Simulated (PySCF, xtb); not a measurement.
## Relative energy of two isomers of CH2P2

Structure I is `P#CP`, a singlet and structure II is `C1=PP1`, a singlet. Both are isolated molecules in the gas phase, relaxed with PBE0-D3(BJ)/def2-SVP.

**Question.** Estimate E(II) − E(I) at the level CCSD(T)/def2-TZVP.

**Answer.** CCSD(T)/def2-TZVP gives E(II) − E(I) = +0.06 kcal/mol, slightly favouring structure I, which is too small a margin to settle the true order.

The same difference at several levels:

```csv
level,geometry,E(II) − E(I) (kcal/mol),departure from the last row (kcal/mol),"job, with rough time for the two"
GFN2-xTB,GFN2-xTB,−7.45,−7.50,"optimisation, 0.22 s"
HF/STO-3G,GFN2-xTB,+6.95,+6.89,"single point, 3.4 s"
r2SCAN-D4/def2-SVP,GFN2-xTB,−1.34,−1.39,"single point, 17 s"
PBE0-D3(BJ)/def2-SVP,PBE0-D3(BJ)/def2-SVP,−4.01,−4.07,"optimisation, 59 s"
HF/def2-TZVP,PBE0-D3(BJ)/def2-SVP,+2.99,+2.93,part of the CCSD(T) run
MP2/def2-TZVP,PBE0-D3(BJ)/def2-SVP,+0.84,+0.79,part of the CCSD(T) run
CCSD(T)/def2-TZVP,PBE0-D3(BJ)/def2-SVP,+0.06,,"single point, 85 s"
```

As drawn, II has 1 C=P, 1 P–P, 1 C–H in place of 1 C≡P, 1 P–H. Structure I has no ring, II a 3-membered ring.

The largest departure from CCSD(T)/def2-TZVP is that of GFN2-xTB, 7.50 kcal/mol.

With thermal terms from frequencies at re-optimised GFN2-xTB minima (ideal gas, soft modes damped towards free rotors, one conformer each, 298.15 K, 1 atm): on the last row, ΔE + ΔZPE = +1.11, ΔH = +0.69, ΔG = +1.44 kcal/mol.

The correlated steps freeze 11 core orbitals. Programs: PySCF 2.14.0, xtb 6.7.1; the last row on 2 threads of Intel(R) Xeon(R) Processor @ 2.50GHz (Skylake/Cascade Lake) on a shared host.
